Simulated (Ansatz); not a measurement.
Consider the hydrogenolysis of a C–C bond: `CCCC(=O)OC` + H₂ → ethane + `COC(C)=O`.

Calculated with Ansatz (gas phase, PBE0-D4/def2-TZVP geometries, no zero-point term in ΔE). CBS: MP2 limit from def2 TZ/QZ plus the TZ coupled-cluster correction, frozen cores. This one scheme is used for every species. Functionals use def2-TZVPP. One conformer a species, not always the lowest.

`CCCC(=O)OC`:

Z-matrix (Å, degrees):
```
C
C 1 1.518
H 1 1.092 2 111.2
H 1 1.094 2 111.3 3 120.0
H 1 1.094 2 111.3 3 -120.1
C 2 1.516 1 112.1 3 -180.0
H 2 1.093 1 110.3 3 58.2
H 2 1.093 1 110.3 3 -58.2
C 6 1.503 2 113.4 1 -180.0
H 6 1.096 2 111.3 1 -58.5
H 6 1.096 2 111.3 1 58.5
O 9 1.201 6 125.7 2 0.3
O 9 1.341 6 111.0 2 -179.7
C 13 1.423 9 115.3 6 -180.0
H 14 1.091 13 110.7 9 60.3
H 14 1.088 13 105.9 9 -179.9
H 14 1.091 13 110.7 9 -60.2
```

H₂:

```xyz
2

H     0.055   -0.356   -0.098
H    -0.055    0.356    0.098
```

`CC`:

Cartesian coordinates in Å:
```
C -0.603 -0.451 -0.096
C 0.603 0.451 0.096
H -0.827 -0.598 -1.155
H -0.437 -1.438 0.344
H -1.496 -0.029 0.372
H 0.827 0.598 1.155
H 0.437 1.438 -0.344
H 1.496 0.029 -0.372
```

`COC(C)=O`:

Cartesian coordinates in Å:
```
C -0.611 0.888 1.498
O -0.678 0.080 0.328
C 0.490 -0.104 -0.307
C 0.313 -0.965 -1.519
O 1.527 0.369 0.070
H 0.057 0.441 2.236
H -0.246 1.887 1.256
H -1.626 0.937 1.885
H -0.091 -1.936 -1.229
H 1.270 -1.092 -2.017
H -0.406 -0.504 -2.200
```

```csv
level,ΔE (kJ/mol),difference from CCSD(T)/CBS
r2SCAN-D4,-60.1,-2.7
ωB97M-V,-59.7,-2.3
PBE,-66.5,-9.1
PBE0,-67.6,-10.2
HF/def2-TZVPP,-81.9,-24.5
CCSD/def2-TZVPP,-62.9,-5.5
HF/def2-QZVPP,-82.0,-24.6
SCS-MP2/def2-QZVPP,-59.5,-2.1
MP2/CBS(def2),-54.1,3.3
CCSD/CBS(def2),-62.0,-4.6
CCSD(T)/CBS,-57.4,0
```

Largest T1 diagnostic among the species: 0.014.

In def2-TZVPP, CCSD(T) changes the Hartree–Fock value by +23.6 kJ/mol (the triples alone add +4.6 kJ/mol) and MP2 by +26.9 kJ/mol. The D4 term adds +11.2 kJ/mol with B3LYP and +6.4 kJ/mol with PBE0; it sums over pairs of atoms, weighted by their polarisabilities, and B3LYP, whose exchange is more repulsive, gets the larger term.

B3LYP here is the variant with VWN-RPA as its local correlation; programs differ in this.
